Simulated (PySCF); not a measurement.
Ionisation energy of C by level of theory

C [He] 2s2 2p2 (3P) → C⁺ [He] 2s2 2p1 (2P), as a difference of total energies. Calculation: PySCF 2.14, in def2-TZVP; the non-relativistic Hamiltonian (point nucleus). Correlated levels: valence: 1s2 frozen. The calculations carry no spin-orbit coupling.

```csv
method,ionisation energy (eV),error (eV)
UHF,10.801,-0.461
B3LYP,11.537,+0.275
PBE0,11.510,+0.248
MP2 (valence),11.242,-0.020
SCS-MP2 (valence),11.115,-0.147
CCSD (valence),11.145,-0.117
CCSD(T) (valence),11.169,-0.093
```

Reference: 11.262 eV (measured; NIST levels, between the centres of gravity of the two terms).

Errors of the correlated levels include the incompleteness of this basis and the frozen core.
